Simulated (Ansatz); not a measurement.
**Where CCSD(T) holds and where it slips**

Each species is computed at the geometry given (Å), with frozen cores, in Ansatz 0.2.0: RHF-CCSD(T) for singlets, UHF-CCSD(T) otherwise, and full CI in the same basis. The program picks the determinant by trial CCSD, so it needn't be the lowest Hartree–Fock solution. States: H2B–B⁺ A2, Al–NH2⁺ A2, Al2H Π. Cases whose determinant has another symmetry than full CI's state, or whose (Q) step broke down, weren't drawn.

Judging by size, spin and bonding and the diagnostics given, rank them by the size of CCSD(T)'s error in total energy against full CI in the same basis, smallest first (an estimate).
A. Al–NH2⁺, quartet, 6-31G: Al 0.000 0.000 0.686; N 0.000 0.000 -1.085; H 0.000 0.833 -1.650; H 0.000 -0.833 -1.650. T1 0.010, (T) -32 meV in a correlation energy of -2.85 eV
B. Al₂H, doublet, cc-pVDZ: Al 0.000 0.000 0.923; Al 0.000 0.000 -3.466; H 0.000 0.000 2.542. T1 0.015, (T) -53 meV in a correlation energy of -3.35 eV
C. H2B–B⁺, quartet, cc-pVDZ: B 0.000 0.000 0.676; B 0.000 0.000 -0.909; H 0.000 1.048 1.254; H 0.000 -1.048 1.254. T1 0.026, (T) -107 meV in a correlation energy of -3.59 eV

A (10.1 meV), B (24.0 meV), C (39.6 meV).

```json
{"species": "Al–NH2⁺, quartet", "basis": "6-31G", "correlated electrons": "9", "CCSD(T) − full CI (meV)": "10.1", "CCSDT(Q) − full CI (meV)": "-0.8", "unpaired electrons (full CI)": "3.01", "T1": "0.010", "⟨S²⟩ of the determinant": "3.76"}
{"species": "Al2H, doublet", "basis": "cc-pVDZ", "correlated electrons": "7", "CCSD(T) − full CI (meV)": "24.0", "CCSDT(Q) − full CI (meV)": "0.5", "unpaired electrons (full CI)": "1.16", "T1": "0.015", "⟨S²⟩ of the determinant": "0.77"}
{"species": "H2B–B⁺, quartet", "basis": "cc-pVDZ", "correlated electrons": "7", "CCSD(T) − full CI (meV)": "39.6", "CCSDT(Q) − full CI (meV)": "0.7", "unpaired electrons (full CI)": "3.05", "T1": "0.026", "⟨S²⟩ of the determinant": "3.78"}
```

Unpaired electrons are Σ n²(2−n)² over natural occupations; an open shell counts its own unpaired electrons too. Frozen cores follow each run's orbitals, which moves totals by a few meV.
